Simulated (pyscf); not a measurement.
H₃Si–SiH₃ + SiH₃• → H₃Si–SiH₃ + SiH₃• (substitution at Si; doublet surface; Si–Si broken, Si–Si formed). Optimised with ωB97X-D3(BJ)/def2-SVP in PySCF. Energies in eV from the separated reactants.

```json
[
 {"level": "ωB97X-D3(BJ)/def2-TZVP", "barrier": "0.20", "reaction energy": "0.00"},
 {"level": "PBE/def2-TZVP", "barrier": "0.09", "reaction energy": "0.00"},
 {"level": "r²SCAN/def2-TZVP", "barrier": "…", "reaction energy": "0.00"},
 {"level": "B3LYP-D3(BJ)/def2-TZVP", "barrier": "0.26", "reaction energy": "0.00"},
 {"level": "M06-2X/def2-TZVP", "barrier": "…", "reaction energy": "0.00"},
 {"level": "ωB97M-D3(BJ)/def2-TZVP", "barrier": "0.36", "reaction energy": "0.00"}
]
```

Question: Fill in the missing entries.

Answer: 
- r²SCAN/def2-TZVP, barrier: 0.17
- M06-2X/def2-TZVP, barrier: 0.40

The functionals in the table span 0.31 eV in this barrier, from PBE to M06-2X. One saddle was located; it need not be the lowest between these sides. The angle at the attacked Si is 180°.
